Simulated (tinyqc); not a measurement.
Inside a calculation. Method: CCSD on RHF in the sto-6g basis, frozen core, for H2O, spin multiplicity 1. One step of it, computed by the program tinyqc.

Question. CCSD: starting amplitudes. t_ij^ab = <ij||ab> / (e_i + e_j - e_a - e_b), whose energy is MP2.

orbital energies (hartree): MO1 -20.515432, MO2 -1.203748, MO3 -0.551820, MO4 -0.420756, MO5 -0.386685, MO6 0.436484, MO7 0.581878

Two-electron integrals over orbitals (pq|rs), unique and non-zero (hartree); the lowest 1 orbital is frozen and left out:
```
(22|22) 0.725950    (32|32) 0.129305    (33|22) 0.609790    (33|33) 0.587908
(42|22) -0.026821   (42|33) 0.003456    (42|42) 0.131074    (43|32) 0.029377
(43|43) 0.055052    (44|22) 0.668520    (44|33) 0.564232    (44|42) -0.095913
(44|44) 0.711426    (52|52) 0.151754    (53|53) 0.025918    (54|52) -0.041695
(54|54) 0.047564    (55|22) 0.757931    (55|33) 0.596722    (55|42) -0.077484
(55|44) 0.696350    (55|55) 0.880663    (62|22) -0.130742   (62|33) -0.062448
(62|42) -0.033345   (62|44) -0.068142   (62|55) -0.141842   (62|62) 0.093388
(63|32) 0.042134    (63|43) 0.040400    (63|63) 0.081305    (64|22) -0.128525
(64|33) -0.046370   (64|42) 0.040952    (64|44) -0.131407   (64|55) -0.147384
(64|62) 0.062832    (64|64) 0.093870    (65|52) -0.051832   (65|54) -0.005851
(65|65) 0.033642    (66|22) 0.583193    (66|33) 0.542568    (66|42) 0.049281
(66|44) 0.537622    (66|55) 0.567999    (66|62) -0.087030   (66|64) -0.049858
(66|66) 0.572332    (72|32) 0.056979    (72|43) -0.027376   (72|63) -0.028482
(72|72) 0.069546    (73|22) 0.170509    (73|33) 0.088855    (73|42) -0.072703
(73|44) 0.148373    (73|55) 0.204729    (73|62) -0.069611   (73|64) -0.098451
(73|66) 0.042689    (73|73) 0.158026    (74|32) -0.069397   (74|43) -0.012805
(74|63) -0.056478   (74|72) -0.017737   (74|74) 0.068273    (75|53) 0.023997
(75|75) 0.025632    (76|32) -0.087941   (76|43) -0.063369   (76|63) -0.073124
(76|72) 0.001055    (76|74) 0.059962    (76|76) 0.117071    (77|22) 0.611353
(77|33) 0.580048    (77|42) -0.021111   (77|44) 0.582469    (77|55) 0.612749
(77|62) -0.062727   (77|64) -0.052708   (77|66) 0.545658    (77|73) 0.101840
(77|77) 0.598794
```

Give: Starting amplitudes; correlation energy.

Answer.

Starting amplitudes (spin orbitals 1a, 1b, ...; amplitudes related by a flip of all spins are not repeated):
```
from      to       t
3a 3b  7a 7b  -0.070
4a 4b  6a 6b  -0.055
3a 4b  6b 7a  -0.049
3a 3b  6a 6b  -0.041
4a 4b  7a 7b  -0.034
2a 2b  6a 6b  -0.028
3a 4b  6a 7b   0.028
2a 4b  6a 6b  -0.025
2a 3b  6a 7b   0.025
3a 4a  6a 7a  -0.021
5a 5b  6a 6b  -0.020
2a 2b  7a 7b  -0.019
2a 3a  6a 7a   0.015
5a 5b  7a 7b  -0.013
2a 3b  6b 7a  -0.010
2a 4b  7a 7b   0.006
```

correlation energy = -0.05026 hartree
